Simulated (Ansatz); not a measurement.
# AlSi (doublet): from Hartree-Fock to the top rungs at distance Si1–Al2 = 3.245 Å, cc-pVDZ

Aim: climb from Hartree-Fock through coupled cluster and multireference methods for AlSi (doublet) at one geometry and basis, and see what each rung misses.

Program: Ansatz 0.2.0, Gaussian basis. Level of theory: cc-pVDZ, core rule «outside noble gas», up to 10 orbitals frozen. These are calculated values, not measurements.

Plan: UHF; CCSD(T) on ROHF; CCSD(T) on UHF; BCCD(T) on ROHF; CISD; CCSDT(Q) on ROHF; CCSDT(Q) on UHF; CASSCF and MRCISD+Q, 3 electrons in 3 orbitals; CASSCF and NEVPT2, 3 electrons in 3 orbitals; CASSCF and MRCISD+Q, 7 electrons in 8 orbitals; CASSCF and MRCISD+Q(relaxed), 7 electrons in 8 orbitals; CASSCF and NEVPT2, 7 electrons in 8 orbitals; Full CI.

30 further runs of the same task are left out: 6 for a known fault of the program, 17 that didn't finish, 7 set aside as unsound or not needed.

## 1. The geometry

The geometry derives from a PBE0/def2-TZVP stationary point (not a proven minimum). One bond is set to the value named and the two fragments are kept rigid.

2 atoms, charge 0, spin multiplicity 2.

Atoms are counted from 1 here; the program's logs count them from 0.

No contacts short enough for the rule that draws bonds.

## 2. UHF

Input file in.yaml:

```yaml
crystal:
  periodic: [false, false, false]
  atoms:
    - {symbol: Si, position_ang: [0.000000, 0.000000, 0.000000]}
    - {symbol: Al, position_ang: [0.000000, 0.000000, 3.245000]}
basis:
  gaussian: {orbitals: cc-pVDZ}
magnetization: {spin_polarized: true, initial_magnetization: 1}
hamiltonian: {xc: hf}
output: {orbitals: {seedname: orbitals}}
```

On the command line:

```sh
ansatz run in.yaml --threads 1 --pin off --events-out ev --progress --plain --max-ram 2393MiB
```

The runs that follow: CCSD(T) on ROHF; CCSD(T) on UHF; BCCD(T) on ROHF; CISD; CCSDT(Q) on ROHF; CCSDT(Q) on UHF; CASSCF and MRCISD+Q, 3 electrons in 3 orbitals; CASSCF and NEVPT2, 3 electrons in 3 orbitals; CASSCF and MRCISD+Q, 7 electrons in 8 orbitals; CASSCF and MRCISD+Q(relaxed), 7 electrons in 8 orbitals; CASSCF and NEVPT2, 7 electrons in 8 orbitals; Full CI.

Q: Predict the results of all the runs planned. Wanted: FCI below the RHF energy; RMP2 from FCI; RCCSD from FCI; RCCSD(T) from FCI; RCCSDT(Q) from FCI; NEVPT2 pair from FCI; MRCISD+Q pair from FCI; NEVPT2 valence from FCI; T1 diagnostic.

As calculated:

| quantity | value |
| --- | --- |
| FCI below the RHF energy | -4.0294 eV |
| RMP2 from FCI | +1257.9 meV |
| RCCSD from FCI | +222.4 meV |
| RCCSD(T) from FCI | +73.2 meV |
| RCCSDT(Q) from FCI | +5.2 meV |
| NEVPT2 pair from FCI | +1041.2 meV |
| MRCISD+Q pair from FCI | -40.4 meV |
| NEVPT2 valence from FCI | +708.3 meV |
| levels within 1 kcal/mol (43 meV) | RCCSDT, RCCSDT(Q), MRCISD+Q pair, MRCISD+Q valence, MRCISD+Q(relaxed) valence |
| T1 diagnostic | 0.033 |
| effectively unpaired electrons | 1.35 |

In words: RCCSD(T) misses by +73.2 meV, 1.8 % of the correlation energy. MRCISD+Q pair, MRCISD+Q(relaxed) valence fall below full CI: the +Q correction isn't variational, and the cores differ from full CI's. The occupations show some static correlation. Of the multireference levels listed MRCISD+Q(relaxed) valence comes nearest in total energy (-23.2 meV), which doesn't show that its space is the better one. These misses are within one basis, not against nature.
